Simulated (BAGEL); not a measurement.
# RI-MP2/cc-pVDZ (density fitting with qzvpp-jkfit) run of C3H3FS (SMILES C=C1SC1F)

Aim: the energy change on altering one bond length of C3H3FS at RI-MP2/cc-pVDZ (density fitting with qzvpp-jkfit), from 2 runs. 

Program for the calculation: BAGEL 1.2.2.

25 further runs of the same task are left out: 25 set aside as unsound or not needed.

## Step 1: Starting point

The species is C3H3FS (8 atoms), meant as a singlet with charge 0. SMILES: `C=C1SC1F`. The shape is that of a PBE0-D4/def2-TZVP optimisation.

Bond lengths: C1–C2 1.318 Å, C2–S3 1.735 Å, C2–C4 1.442 Å, S3–C4 1.820 Å, C4–F5 1.351 Å, C1–H6 1.083 Å, C1–H7 1.082 Å, C4–H8 1.086 Å. Some angles: C1–C2–S3 145.0°, C1–C2–C4 145.8°, S3–C2–C4 69.2°, C2–S3–C4 47.8°, C2–C4–S3 63.0°, C2–C4–F5 119.1°, S3–C4–F5 118.0°, C2–C1–H6 119.8°, C2–C1–H7 121.7°, C2–C4–H8 121.9°.

## Step 2: A single-point energy at RI-MP2/cc-pVDZ (density fitting with qzvpp-jkfit)

input.json

```json
{ "bagel" : [

{
  "title" : "molecule",
  "basis" : "cc-pvdz.json",
  "df_basis" : "qzvpp-jkfit",
  "angstrom" : true,
  "geometry" : [
    { "atom" : "C", "xyz" : [      -0.031500,       1.391600,       0.301800 ] },
    { "atom" : "C", "xyz" : [       0.314700,       0.155900,      -0.000300 ] },
    { "atom" : "S", "xyz" : [       1.613000,      -0.867900,      -0.524600 ] },
    { "atom" : "C", "xyz" : [      -0.139400,      -1.203000,      -0.166100 ] },
    { "atom" : "F", "xyz" : [      -0.953200,      -1.501200,      -1.202400 ] },
    { "atom" : "H", "xyz" : [      -1.053900,       1.611100,       0.585100 ] },
    { "atom" : "H", "xyz" : [       0.679900,       2.206300,       0.267300 ] },
    { "atom" : "H", "xyz" : [      -0.337300,      -1.850000,       0.683400 ] }
  ]
},

{
  "title" : "hf"
},

{
  "title" : "mp2",
  "ncore" : 9
}

]}
```

The basis set cc-pVDZ is read from a file made from the Basis Set Exchange's data (not shown).

Launch:

```bash
BAGEL_NUM_THREADS=1 BAGEL input.json > input.out
```

What it wrote:

```text
* using 1 threads per process

  ===============================================================
  ===============================================================

  *** Geometry ***

  { "atom" : "C", "xyz" : [     -0.059526,      2.629743,      0.570319 ] },
  { "atom" : "C", "xyz" : [      0.594697,      0.294608,     -0.000567 ] },
  { "atom" : "S", "xyz" : [      3.048128,     -1.640093,     -0.991350 ] },
  { "atom" : "C", "xyz" : [     -0.263428,     -2.273341,     -0.313884 ] },
  { "atom" : "F", "xyz" : [     -1.801287,     -2.836857,     -2.272207 ] },
  { "atom" : "H", "xyz" : [     -1.991582,      3.044538,      1.105679 ] },
  { "atom" : "H", "xyz" : [      1.284825,      4.169303,      0.505124 ] },
  { "atom" : "H", "xyz" : [     -0.637405,     -3.495993,      1.291439 ] },

  Number of auxiliary basis functions:      484

  Since a DF basis is specified, we compute 2- and 3-index integrals:
    o Being stored without compression. Storage requirement is 0.031 GB

  Number of basis functions:       89
  Number of electrons      :       46

    * METHOD: MOLECULE                             0.40

  *** RHF ***

  === Nuclear Repulsion ===
   208.5884852148

      * DIIS with orbital gradients will be used.

  === RHF iteration (cc-pvdz.json) ===
      0       -612.06505484          0.01447642           0.11
      1       -612.19368025          0.00915835           0.10
      2       -612.25069253          0.00164045           0.10
      3       -612.25411085          0.00059948           0.10
      4       -612.25439880          0.00021634           0.10
      5       -612.25450182          0.00009535           0.10
      6       -612.25451595          0.00002493           0.10
      7       -612.25451683          0.00000837           0.10
      8       -612.25451693          0.00000298           0.10
      9       -612.25451695          0.00000115           0.10
     10       -612.25451695          0.00000047           0.10
     11       -612.25451695          0.00000025           0.10
     12       -612.25451695          0.00000010           0.10
     13       -612.25451695          0.00000004           0.10
     14       -612.25451695          0.00000002           0.10
     15       -612.25451695          0.00000001           0.10
    * SCF iteration converged.

    * Permanent dipole moment:
           (    0.140942,    -0.273580,    -0.681841) a.u.

    * METHOD: HF                                   1.88

  *** RHF ***

  === Nuclear Repulsion ===
   208.5884852148

      * DIIS with orbital gradients will be used.

  === RHF iteration (cc-pvdz.json) ===
      0       -612.25451695          0.00000000           0.10
    * SCF iteration converged.

    * Permanent dipole moment:
           (    0.140941,    -0.273579,    -0.681841) a.u.

  === DF-MP2 calculation ===

    * freezing 9 orbitals
    * 3-index integral transformation done
    * assembly done

      MP2 correlation energy:   -0.7120057831      0.07

      MP2 total energy:       -612.9665227342

    * METHOD: MP2                                  0.30

  ===============================================================
```

Wall time 2.7 s (1 thread of Arm Neoverse N1, shared host); peak memory 0.12 GiB.

## Step 3: The distorted shape at the same level

input.json

```json
{ "bagel" : [

{
  "title" : "molecule",
  "basis" : "cc-pvdz.json",
  "df_basis" : "qzvpp-jkfit",
  "angstrom" : true,
  "geometry" : [
    { "atom" : "C", "xyz" : [   -0.001818,    1.488641,    0.174386 ] },
    { "atom" : "C", "xyz" : [    0.344382,    0.252941,   -0.127714 ] },
    { "atom" : "S", "xyz" : [    1.642682,   -0.770859,   -0.652014 ] },
    { "atom" : "C", "xyz" : [   -0.109718,   -1.105959,   -0.293514 ] },
    { "atom" : "F", "xyz" : [   -0.923518,   -1.404159,   -1.329814 ] },
    { "atom" : "H", "xyz" : [   -1.024218,    1.708141,    0.457686 ] },
    { "atom" : "H", "xyz" : [    0.709582,    2.303341,    0.139886 ] },
    { "atom" : "H", "xyz" : [   -0.337300,   -1.850000,    0.683400 ] }
  ]
},
{ "title" : "hf" },
{ "title" : "mp2", "ncore" : 9 }

]}
```

The basis set cc-pVDZ is read from a file made from the Basis Set Exchange's data (not shown).

Launch:

```bash
BAGEL_NUM_THREADS=1 BAGEL input.json > input.out
```

What it wrote:

```text
* using 1 threads per process

  ===============================================================
  ===============================================================

  *** Geometry ***

  { "atom" : "C", "xyz" : [     -0.003436,      2.813124,      0.329542 ] },
  { "atom" : "C", "xyz" : [      0.650788,      0.477989,     -0.241344 ] },
  { "atom" : "S", "xyz" : [      3.104219,     -1.456712,     -1.232128 ] },
  { "atom" : "C", "xyz" : [     -0.207337,     -2.089960,     -0.554661 ] },
  { "atom" : "F", "xyz" : [     -1.745196,     -2.653476,     -2.512984 ] },
  { "atom" : "H", "xyz" : [     -1.935492,      3.227919,      0.864901 ] },
  { "atom" : "H", "xyz" : [      1.340916,      4.352684,      0.264346 ] },
  { "atom" : "H", "xyz" : [     -0.637405,     -3.495993,      1.291439 ] },

  Number of auxiliary basis functions:      484

  Since a DF basis is specified, we compute 2- and 3-index integrals:
    o Being stored without compression. Storage requirement is 0.031 GB

  Number of basis functions:       89
  Number of electrons      :       46

    * METHOD: MOLECULE                             0.41

  *** RHF ***

  === Nuclear Repulsion ===
   207.7783835281

      * DIIS with orbital gradients will be used.

  === RHF iteration (cc-pvdz.json) ===
      0       -612.04701291          0.01464517           0.11
      1       -612.17645138          0.00938049           0.10
      2       -612.23563189          0.00165660           0.10
      3       -612.23915602          0.00065041           0.10
      4       -612.23948425          0.00022386           0.10
      5       -612.23959602          0.00009927           0.10
      6       -612.23961160          0.00002704           0.10
      7       -612.23961268          0.00000887           0.10
      8       -612.23961280          0.00000318           0.10
      9       -612.23961282          0.00000124           0.10
     10       -612.23961282          0.00000052           0.10
     11       -612.23961282          0.00000028           0.10
     12       -612.23961282          0.00000011           0.10
     13       -612.23961282          0.00000004           0.10
     14       -612.23961282          0.00000002           0.10
     15       -612.23961282          0.00000001           0.10
    * SCF iteration converged.

    * Permanent dipole moment:
           (    0.123448,    -0.290717,    -0.666061) a.u.

    * METHOD: HF                                   1.91

  *** RHF ***

  === Nuclear Repulsion ===
   207.7783835281

      * DIIS with orbital gradients will be used.

  === RHF iteration (cc-pvdz.json) ===
      0       -612.23961282          0.00000000           0.10
    * SCF iteration converged.

    * Permanent dipole moment:
           (    0.123448,    -0.290717,    -0.666060) a.u.

  === DF-MP2 calculation ===

    * freezing 9 orbitals
    * 3-index integral transformation done
    * assembly done

      MP2 correlation energy:   -0.7156305090      0.08

      MP2 total energy:       -612.9552433319

    * METHOD: MP2                                  0.30

  ===============================================================
```

It took 2.8 s on 1 thread of Arm Neoverse N1, shared host; peak memory 0.12 GiB.

## Step 4: Outcome

Level: RI-MP2/cc-pVDZ (density fitting with qzvpp-jkfit), 9 core orbitals frozen.

```
                                                         quantity          value
                                        first shape: total energy  -612.96652 Eh
         first shape: correlation energy (9 core orbitals frozen)     -712.0 mEh
                                    distorted shape: total energy  -612.95524 Eh
     distorted shape: correlation energy (9 core orbitals frozen)     -715.6 mEh
energy change with the C4–H8 bond stretched from 1.086 to 1.249 Å       0.307 eV
```

**Reading.** With the C4–H8 bond stretched from 1.086 to 1.249 Å the energy rises by 0.31 eV (7.1 kcal/mol). The first shape isn't relaxed at this level, so the change isn't measured from a minimum.
